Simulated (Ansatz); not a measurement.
The cluster P₃⁺ (the lowest singlet isomer of a short search). Charge 1, multiplicity 1. Geometry PBE0-D4/def2-TZVP, basis def2-TZVP, Ansatz.

```xyz
3

P    -0.722    0.966   -0.065
P    -0.166   -0.930   -0.752
P     0.888   -0.036    0.817
```

```json
{"run": "A", "HOMO (eV)": "-13.26", "LUMO (eV)": "-10.50"}
{"run": "B", "HOMO (eV)": "-14.23", "LUMO (eV)": "-9.46"}
{"run": "C", "HOMO (eV)": "-14.37", "LUMO (eV)": "-9.43"}
{"run": "D", "HOMO (eV)": "-13.40", "LUMO (eV)": "-10.30"}
{"run": "E", "HOMO (eV)": "-15.10", "LUMO (eV)": "-8.37"}
{"run": "F", "HOMO (eV)": "-16.76", "LUMO (eV)": "-7.23"}
```

LC-ωPBE has ω = 0.4 bohr⁻¹. The structure comes from a short search, and lower isomers may exist.

Q: The runs used BHLYP, LC-ωPBE, LDA (SPW92), PBE0, r2SCAN, r2SCAN0. Estimate which is which.

A: A LDA (SPW92) (0 % exact exchange); B PBE0 (25 % exact exchange); C r2SCAN0 (25 % exact exchange); D r2SCAN (0 % exact exchange); E BHLYP (50 % exact exchange); F LC-ωPBE (range-separated). Exact exchange lowers occupied and raises empty levels; among semilocal functionals meta-GGAs tend to open the gap a little, and such runs are hard to tell apart. The gap grows from 2.76 eV (LDA (SPW92)) to 9.54 eV (LC-ωPBE).
